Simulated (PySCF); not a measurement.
System: zinc-blende AlP. Method: evGW@PBE in PySCF (GTH pseudopotentials, Gaussian basis).

The same calculation (at the measured cell, 20.380 Å³/atom) with different numerical settings; throughout: k mesh 2×2×2:

```tsv
run	basis	gap over the k-points evaluated (eV)	rough time
1	DZ	2.324	2 core-min
2	TZ	2.285	9 core-min
3	QZ	2.383	30 core-min
```

In the column gap over the k-points evaluated (eV) the first row differs from the last by -0.059 and the next to last by -0.098.

The last row is no converged limit: other settings stay fixed.
